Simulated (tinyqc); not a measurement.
Inside a calculation. Method: extended Hueckel theory, for NH3. One step of it, computed by the program tinyqc.

Task: Mulliken analysis. P = C n C^T; charge = valence electrons (N 5, H 1) minus the sum of (P S)_ii on the atom; overlap population = 2 sum P_ij S_ij between two atoms.

coefficients:
```
,MO1,MO2,MO3,MO4,MO5,MO6,MO7
1N 2s,0.863633,0.000000,0.000002,0.059177,0.001048,0.000000,1.164608
1N 2px,0.000014,0.000000,0.615622,-0.000011,1.063410,0.000000,-0.001366
1N 2py,0.000000,0.615534,0.000000,0.000000,0.000000,1.063898,0.000000
1N 2pz,0.007317,0.000000,0.000014,0.993512,-0.000153,0.000000,-0.169140
2H 1s,0.089973,0.000000,0.450951,-0.031948,-0.994517,0.000000,-0.727109
3H 1s,0.090049,0.390426,-0.225333,-0.031951,0.495990,-0.860875,-0.729477
4H 1s,0.090049,-0.390426,-0.225333,-0.031951,0.495990,0.860875,-0.729477
```

occupations: 2.000000  2.000000  2.000000  2.000000  0.000000  0.000000  0.000000

overlap S, lower triangle:
```
,1N 2s,1N 2px,1N 2py,1N 2pz,2H 1s,3H 1s,4H 1s
1N 2s,1.000000
1N 2px,0.000000,1.000000
1N 2py,0.000000,0.000000,1.000000
1N 2pz,0.000000,0.000000,0.000000,1.000000
2H 1s,0.476722,0.436258,0.000000,-0.056847,1.000000
3H 1s,0.477028,-0.218109,0.378027,-0.056898,0.154620,1.000000
4H 1s,0.477028,-0.218109,-0.378027,-0.056898,0.154620,0.154619,1.000000
```

Give: charges; Overlap populations.

Result:

charges: 1N -0.943, 2H 0.314, 3H 0.314, 4H 0.314

Overlap populations:
```
pair,value
2-1,0.636085
3-1,0.636273
3-2,-0.057204
4-1,0.636273
4-2,-0.057204
4-3,-0.057226
```
